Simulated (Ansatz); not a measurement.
**AlH₃F (doublet): wave-function methods side by side at distance Al1–H4 along a hydrogen transfer = 1.769 Å, cc-pVDZ**

How much of the correlation energy of AlH₃F (doublet) does each wave-function method recover here?

Method: cc-pVDZ, correlated electrons: outside noble gas; program: Ansatz 0.2.0, Gaussian basis.

To be run: UHF; CCSD(T) on ROHF; CCSD(T) on UHF; BCCD(T) on ROHF; CISD; CCSDT(Q) on ROHF; CCSDT(Q) on UHF; CASSCF and MRCISD+Q, 3 electrons in 3 orbitals; CASSCF and NEVPT2, 3 electrons in 3 orbitals.

## (1) The geometry

The geometry derives from fragments relaxed apart (PBE0/def2-TZVP) and kept rigid, so it is no stationary point. A hydrogen atom is moved between rigid fragments.

5 atoms, charge 0, spin multiplicity 2.

Atoms are counted from 1 here; the program's logs count them from 0.

Bond lengths: Al1–H2 1.586 Å, Al1–H3 1.586 Å, Al1–H4 1.769 Å, H4–F5 1.037 Å. Angles: H2–Al1–H3 120.0°, H2–Al1–H4 120.0°, H3–Al1–H4 120.0°, Al1–H4–F5 180.0°.

In the tables R marks a restricted open-shell determinant and U an unrestricted one; 'pair' is the active space of 3 electrons in 3 orbitals; correlation energies count from the lowest restricted Hartree-Fock solution.

## (2) UHF

File in.yaml:

```yaml
crystal:
  periodic: [false, false, false]
  atoms:
    - {symbol: Al, position_ang: [-1.091633, 0.000000, 0.000000]}
    - {symbol: H, position_ang: [-1.884557, 1.373384, 0.000000]}
    - {symbol: H, position_ang: [-1.884557, -1.373384, 0.000000]}
    - {symbol: H, position_ang: [0.677367, 0.000000, 0.000000]}
    - {symbol: F, position_ang: [1.714367, 0.000000, 0.000000]}
basis:
  gaussian: {orbitals: cc-pVDZ}
magnetization: {spin_polarized: true, initial_magnetization: 1}
hamiltonian: {xc: hf}
output: {orbitals: {seedname: orbitals}}
```

On the command line:

```console
> ansatz run in.yaml --threads 1 --pin off --events-out ev --progress --plain --max-ram 2393MiB
```

After this run come: CCSD(T) on ROHF; CCSD(T) on UHF; BCCD(T) on ROHF; CISD; CCSDT(Q) on ROHF; CCSDT(Q) on UHF; CASSCF and MRCISD+Q, 3 electrons in 3 orbitals; CASSCF and NEVPT2, 3 electrons in 3 orbitals.

**Question.** What will the summary of the whole plan be? Wanted: correlation energy, UCCSDT(Q); RMP2 from UCCSDT(Q); UMP2 from UCCSDT(Q); RCCSD from UCCSDT(Q); RCCSD(T) from UCCSDT(Q); UCCSD(T) from UCCSDT(Q); RCCSDT(Q) from UCCSDT(Q); NEVPT2 pair from UCCSDT(Q); MRCISD+Q pair from UCCSDT(Q).

As calculated:

| quantity | value |
| --- | --- |
| correlation energy, UCCSDT(Q) | -8.1979 eV |
| RMP2 from UCCSDT(Q) | +774.8 meV |
| UMP2 from UCCSDT(Q) | +807.8 meV |
| RCCSD from UCCSDT(Q) | +150.0 meV |
| RCCSD(T) from UCCSDT(Q) | +33.1 meV |
| UCCSD(T) from UCCSDT(Q) | +33.2 meV |
| RCCSDT(Q) from UCCSDT(Q) | +1.0 meV |
| NEVPT2 pair from UCCSDT(Q) | +794.7 meV |
| MRCISD+Q pair from UCCSDT(Q) | +92.5 meV |
| levels of the table within 1 kcal/mol (43 meV) | RCCSD(T), UCCSD(T), BCCD(T), RCCSDT, UCCSDT, RCCSDT(Q) |
| T1 diagnostic | 0.018 |

In words: RCCSD(T) lands +33.1 meV from the yardstick (0.4 % of the correlation energy). Of the multireference levels listed MRCISD+Q pair comes nearest in total energy (+92.5 meV), which doesn't show that its space is the better one. These misses are within one basis, not against nature; the frozen cores of restricted and unrestricted runs differ, which can shift their rows.
